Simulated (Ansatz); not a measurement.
A calculation with Ansatz (development build ahead of 0.2.0).

```yaml
crystal:
  periodic: [false, false, false]
  atoms:
    - { symbol: O, position_ang: [0.0, 0.0, 0.0] }
    - { symbol: O, position_ang: [0.0, 0.0, 8.0] }
basis:
  gaussian: { orbitals: def2-SVP }
magnetization:
  spin_polarized: true
hamiltonian:
  xc: pbe0
scf:
  omitted_lower_state_checks: [starts, atomic_configurations, cluster_reference, orbital_swaps, given_window_search, neighbouring_geometries, increment]
output:
  forces: true
```

The input is written out in the form of the current development build from the run's settings.

Results

```yaml
Converged: yes
Total_energy: -149.79251 hartree
Spin_squared_of_the_determinant: 2.005
Stability_test: minimum
```

Forces (eV/Å):
```
atom     Fx     Fy     Fz
  O1  0.000  0.000  0.000
  O2  0.000  0.000  0.000
```

This is not the lowest solution: another run reaches a determinant 1.56 eV lower. Caution: another spin multiplicity may lie lower; the unrestricted determinant is a mixture of spin states.
